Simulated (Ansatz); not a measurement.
BaCuTeF (P4/nmm, No. 129; structure not from a measured cell): smallest direct gap on the k points sampled by level of theory

No measured value is used here.

```json
[
 {"level (code)": "LDA (Ansatz)", "value (eV)": "0.83"},
 {"level (code)": "PBEsol+SOC (Ansatz)", "value (eV)": "0.67"},
 {"level (code)": "r²SCAN+SOC (Ansatz)", "value (eV)": "1.00"}
]
```

Computed values are for a static lattice. Levels without +SOC have no spin–orbit coupling; where heavier elements are present it shifts gaps, mostly down, and can invert bands.  Values are at the PBEsol cell. Cutoffs differ between the levels. Ansatz's density-functional and Hartree–Fock values are scalar-relativistic unless marked +SOC, with PAW data made under PBE.

Ansatz is a quantum-chemistry and plane-wave program.
